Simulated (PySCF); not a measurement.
C₅H₆F (doublet state).
Cartesian coordinates in Å at the GFN2-xTB level; atoms count from 1:
```
atom  x, y, z in Å
C1    -1.716    0.021    0.344
C2    -0.278    0.095    0.046
C3     0.656    1.079   -0.246
F4     0.544    2.410   -0.359
C5     1.729    0.224   -0.377
C6     0.821   -0.957   -0.070
H7    -2.228   -0.605   -0.391
H8    -2.160    1.014    0.336
H9    -1.882   -0.437    1.322
H10    2.770    0.317   -0.600
H11    1.049   -1.492    0.851
H12    0.695   -1.670   -0.884
```

Identity: `CC1=C(F)[CH]C1` [radical].

Level of theory: UKS B3LYP, pcH-1 on C F H, non-relativistic, mean-field spin-orbit, GIAO (PySCF 2.14.0). Geometry: GFN2-xTB; no solvent, vibrations or thermal averaging. A GFN2-xTB geometry isn't a minimum of the functional, and hyperfine couplings can be far from their values at a DFT geometry. No stability test was run, so a lower SCF solution isn't excluded. ⟨S²⟩ is 0.774 where a pure state has 0.75.

(1) Match the computed a_iso(13C) values +65.7, +62.0, -58.6, -27.6, -23.5 MHz with the sites C1; C2; C3; C5; C6.

(2) Match the computed a_iso(1H) values +54.2, -46.1, +14.6 MHz (means over equivalent nuclei) with the sites H7/H8/H9; H10; H11/H12.

## Answers

(1) 
```json
{"site": "C1", "a_iso (MHz)": "-23.5", "ρ(0) (bohr⁻³)": "-0.0209", "position": "1 bond from C2", "distance from C5 (Å)": "3.53", "spin population": "-0.05", "largest |T| (MHz)": "1.7"}
{"site": "C2", "a_iso (MHz)": "+65.7", "ρ(0) (bohr⁻³)": "+0.0584", "position": "a main spin site", "distance from C5 (Å)": "2.06", "spin population": "+0.64", "largest |T| (MHz)": "106.9"}
{"site": "C3", "a_iso (MHz)": "-58.6", "ρ(0) (bohr⁻³)": "-0.0521", "position": "1 bond from C5", "distance from C5 (Å)": "1.38", "spin population": "-0.22", "largest |T| (MHz)": "28.8"}
{"site": "C5", "a_iso (MHz)": "+62.0", "ρ(0) (bohr⁻³)": "+0.0552", "position": "largest spin population", "distance from C5 (Å)": "0.00", "spin population": "+0.67", "largest |T| (MHz)": "104.6"}
{"site": "C6", "a_iso (MHz)": "-27.6", "ρ(0) (bohr⁻³)": "-0.0246", "position": "1 bond from C5", "distance from C5 (Å)": "1.52", "spin population": "-0.08", "largest |T| (MHz)": "2.0"}
```

(2) 
```tsv
site	a_iso (MHz)	ρ(0) (bohr⁻³)	position	distance from C5 (Å)	bound to	spin population there	largest |T| (MHz)
H7/H8/H9	+54.2	+0.0121	2 bonds from C2	4.04	C1	-0.05	6.4
H10	-46.1	-0.0103	1 bond from C5	1.07	C5	+0.67	26.6
H11/H12	+14.6	+0.0033	2 bonds from C5	2.22	C6	-0.08	6.4
```

ρ(0) is the spin density at the nucleus and T the dipolar tensor; entries for several nuclei are means. The Mulliken spin populations are largest on C5 (+0.67), C2 (+0.64), C3 (-0.22) and C6 (-0.08). The positive populations add up to 1.39 and the negative ones to -0.39, together 2S = 1. The angles at C5 add up to 360.0°, so it is planar; its axial dipolar tensor and the negative coupling of its proton fit spin in a p orbital normal to that plane. Main spin sites, with 60 % or more of the largest population: C2, C5; positions count bonds from the nearest.

Examples of negative spin density at the nucleus (bohr⁻³): C3 (-0.0521), C6 (-0.0246) and C1 (-0.0209).

Nuclei that the bonding pattern makes equivalent are averaged, as if the motion that swaps them (rotation, inversion, ring flip) were fast. The three 1H nuclei of mean +54.2 MHz run from 2.4 to 80.5 MHz in the frozen geometry.

On Arm Neoverse V1, one thread, on a shared host, this took 28 s of wall time (with the writing of density and orbital grids) and 0.74 GiB of memory at its peak.
